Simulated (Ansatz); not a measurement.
## Multireference treatment of HNO, singlet

Computed with Ansatz's Gaussian-basis code (development build). Basis cc-pVTZ, nonrelativistic, no frozen core. State-specific CASSCF; RHF is the lowest restricted (open-shell) Hartree–Fock solution met. A star marks a space from which the shells under the valence were barred; without it they can enter the space, which moves the corrections. No symmetry is imposed, so a solution can break that of the shape. Lower solutions, or ones in other orbitals, may exist.

Geometry:

```xyz
3

N     0.0000    0.0000    0.0000
O     0.0000    0.0000    1.5756
H     0.0000    1.0080   -0.3390
```

Q: What do CASSCF and its corrections give against RHF in CAS(12,9)*, and what are the occupations?

A: CASSCF -5.616 eV, SC-NEVPT2 -13.827 eV; occupations 2.00, 2.00, 1.99, 1.97, 1.90, 1.74, 0.27, 0.10, 0.03.

Q: Roughly how much CPU time does a whole run from the default start take (median of such runs, summed over threads; nearly all runs on one pinned thread of a shared server, mostly Xeon at 2.3 to 2.6 GHz, by a development driver)?

A: CAS(12,9)*: about 7.2 s. Other jobs ran beside these, and the count of passes differs.
